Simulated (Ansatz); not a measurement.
Results of rVV10 in Ansatz (plane waves, PAW) for 1T (CdI2-type) CdI2.

Rigid layers of the crystal as relaxed at this level are moved apart or together:

| run | k mesh | layer repeat (Å) | energy against free layers (meV/Å²) | gap on the mesh (eV) |
|---|---|---|---|---|
| 1 | 12×12×6 | 6.54 | -15.52 | 1.821 |
| 2 | 12×12×6 | 6.69 | -16.56 | 1.927 |
| 3 | 12×12×6 | 6.84 | -16.75 | 2.027 |
| 4 | 12×12×6 | 7.04 | -16.14 | 2.074 |
| 5 | 12×12×6 | 7.34 | -14.22 | 2.116 |
| 6 | 12×12×6 | 7.84 | -10.44 | 2.181 |
| 7 | 12×12×4 | 8.84 | -5.11 | 2.235 |
| 8 | 12×12×4 | 10.84 | -1.55 | 2.267 |

The lowest energy of these points lies at a layer repeat of 6.84 Å.

Spin–orbit coupling is not included.

Ansatz is a program for electronic structure.
